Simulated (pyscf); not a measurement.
Four-centre exchange: H₂N–SiH₂–Cl (SMILES N[SiH2]Cl) + H₂ (SMILES [H][H]) -> H₂N–SiH₂–Cl (SMILES N[SiH2]Cl) + H₂ (SMILES [H][H])

Gas phase, singlet surface, charge 0. Bonds broken: Si2–H6, H8–H9. Bonds formed: Si2–H8, H6–H9. Structures and frequencies: ωB97X-D3(BJ)/def2-SVP in PySCF.

Transition state (Å):

```xyz
9

N     -1.7988    -0.1071     0.3293
Si    -0.2113     0.0673    -0.2606
Cl     1.0179    -1.4187    -1.0360
H     -2.5988    -0.3651    -0.2367
H     -1.9758    -0.1130     1.3288
H      0.3392     1.6075    -0.8467
H      0.5164     0.3640     1.0139
H     -0.8866     0.2413    -1.8169
H     -0.2677     1.1236    -1.5049
```

One imaginary mode, 1625i cm⁻¹; descent along it reached the two sides named.

```tsv
bond	change	reactant side (Å)	saddle	product side
Si2–H6	breaks	1.483	1.737	4.6
H8–H9	breaks	0.761	1.122	4.0
Si2–H8	forms	3.2	1.705	1.483
H6–H9	forms	3.4	1.018	0.760
```

Electronic energies relative to the separated reactants (kJ/mol):

```tsv
level	barrier	reaction energy	reverse barrier
ωB97X-D3(BJ)/def2-TZVP	256.7	0.0	256.7
PBE/def2-TZVP	224.7	0.0	224.7
r²SCAN/def2-TZVP	234.3	0.0	234.3
B3LYP-D3(BJ)/def2-TZVP	252.6	0.0	252.6
PBE0-D3(BJ)/def2-TZVP	234.2	0.0	234.2
M06-2X/def2-TZVP	266.9	0.0	266.9
ωB97M-D3(BJ)/def2-TZVP	253.3	0.0	253.3
HF/def2-TZVP	325.2	0.0	325.2
```

With ωB97M-D3(BJ)/def2-TZVP energies and thermal terms (ideal gas, 1 atm, RRHO with modes under 100 cm⁻¹ raised to 100, one conformer, R ln 2 for chiral ones without a mode under 150 cm⁻¹), in kJ/mol:

| T (K) | ΔH‡ | ΔG‡ | ΔH | ΔG |
|---|---|---|---|---|
| 298 | 257.3 | 293.0 | 0.0 | 0.0 |
| 600 | 252.6 | 331.2 | 0.0 | 0.0 |
| 900 | 251.4 | 370.9 | 0.0 | 0.0 |
| 1200 | 251.9 | 410.7 | 0.0 | 0.0 |

At the saddle there is also a short H–Si contact that neither side keeps. The same reactants have a lower exit, to H₂N–SiH₃ + HCl (barrier +204.4 kJ/mol at ωB97M-D3(BJ)/def2-TZVP, against +253.3 kJ/mol here). One saddle was located; it need not be the lowest between these sides.
